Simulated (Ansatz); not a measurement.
Relaxation of AlClH₄O (7 atoms, charge 0, multiplicity 1), to a largest force component of 0.03 eV/Å in at most 50 steps.

Theory: RKS PBE0/6-31G* (Ansatz 0.2.0).

```xyz
7
Properties=species:S:1:pos:R:3:forces:R:3
Al 0.064 0.343 -0.042 -0.03 -0.60 0.95
Cl -0.049 0.374 2.158 0.03 0.09 -0.77
H 1.484 0.618 -0.677 0.00 -0.01 0.01
H -1.333 0.281 -0.782 0.00 0.00 0.00
O 0.142 -2.520 0.699 -0.02 0.88 0.49
H -0.740 -2.899 0.581 0.00 0.02 0.01
H 0.121 -2.135 1.607 0.03 -0.38 -0.69
```

Q: Where does it end, and by what steps?

A: The run converged. After 8 steps the energy has fallen by 0.740 eV; O5 moved furthest, 0.52 Å. Joined: Al1–O5 (2.96 → 2.02 Å).

```tsv
step	energy less start (eV)	largest force component (eV/Å)	accepted
0	0.0000	0.952	yes
1	-0.1789	1.261	yes
2	-0.4769	1.550	yes
3	-0.6742	0.888	yes
4	-0.7237	0.367	yes
5	-0.7358	0.079	yes
6	-0.7390	0.091	yes
7	-0.7401	0.038	yes
8	-0.7404	0.018	yes
```

```xyz
7
Properties=species:S:1:pos:R:3
Al 0.041 -0.054 0.130
Cl -0.103 0.510 2.212
H 1.442 0.270 -0.541
H -1.344 -0.067 -0.661
O 0.117 -2.030 0.542
H -0.743 -2.444 0.365
H 0.280 -2.122 1.497
```

Run time: 25 s on 1 thread of Arm Neoverse V1 (shared host), peak memory 0.13 GiB.
